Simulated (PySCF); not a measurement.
# Bond curve of NaS⁺

Set-up: basis Na pcseg-2, S pcseg-2; no relativity; PySCF 2.14. Energies in eV from Na⁺ + S in their ground configurations at the same level. State: ³Σ⁻ (triplet), unpaired electrons π ↑↑.

All columns are PBE0. A positive dipole points towards S; it is taken about the centre of mass and depends on that origin.

```
R (Å)  E (eV)  μ (D)  Mulliken charge on Na (basis-dependent)  HOMO (eV)  LUMO (eV)  Mayer bond order  ⟨S²⟩
2.464  -0.315  -5.29                                     0.80     -13.44      -9.88              0.36  2.01
2.579  -0.436  -5.58                                     0.82     -13.28      -9.72              0.34  2.01
2.693  -0.498  -5.88                                     0.83     -13.12      -9.56              0.31  2.01
2.779  -0.519  -6.13                                     0.85     -12.99      -9.45              0.29  2.01
2.865  -0.523  -6.39                                     0.86     -12.86      -9.34              0.27  2.01
2.951  -0.516  -6.65                                     0.87     -12.73      -9.23              0.25  2.01
3.066  -0.495  -7.02                                     0.88     -12.56      -9.09              0.22  2.01
3.209  -0.456  -7.50                                     0.90     -12.35      -8.92              0.19  2.01
3.381  -0.403  -8.09                                     0.92     -12.10      -8.72              0.16  2.01
3.610  -0.334  -8.89                                     0.93     -11.79      -8.46              0.13  2.01
```

A fit through these points gives, at Re = 2.851 Å, μ = -6.34 D and dμ/dR = -3.02 D/Å; the reduced mass is 13.37 u.

Task: How strong is the fundamental in the double-harmonic approximation, I = 42.26·(dμ/dR)²/μred km/mol?

Result: I = 42.26·(-3.02)²/13.37 = 28.8 km/mol at PBE0.

For an ion De counts to the pair picked by the measured ionisation energies or electron affinities, which need not be the lowest pair at this level. The state was picked by a PBE0 search and need not be the measured ground state.
